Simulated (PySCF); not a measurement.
This PySCF input (r2SCAN/def2-SVP) gives -343.00073 Eh with 33 basis functions.

```python
import numpy as np, basis_set_exchange as bse
from pyscf import gto, scf, dft, df

basis = {'H': gto.basis.parse(bse.get_basis('def2-SVP', elements=['H'], fmt='nwchem')), 'P': gto.basis.parse(bse.get_basis('def2-SVP', elements=['P'], fmt='nwchem'))}
mol = gto.M(
    atom='''
    P     0.00293147    0.00160888    0.12817703
    H    -0.00384980    1.18388197   -0.65609339
    H     1.01199153   -0.61366513   -0.65676338
    H    -1.05211382   -0.59435001   -0.60979871
    ''',
    basis=basis,
    charge=0,
    verbose=4,
    max_memory=8640,
)
mf = dft.RKS(mol, xc='r2scan')
mf = mf.density_fit(auxbasis=df.autoaux(mol))
mf.conv_tol = 1e-9
mf.max_cycle = 100
mf.grids.level = 3
print('smallest overlap eigenvalue', np.linalg.eigvalsh(mol.intor('int1e_ovlp'))[0])
mf.kernel()
dip = mf.dip_moment()
```

Change:
```diff
- mf.grids.level = 3
+ mf.grids.level = 4
```

### Question
What does the run give now?

### Answer
-343.00077 Eh (r2SCAN/def2-SVP, 33 functions), a change of -0.04 mEh.
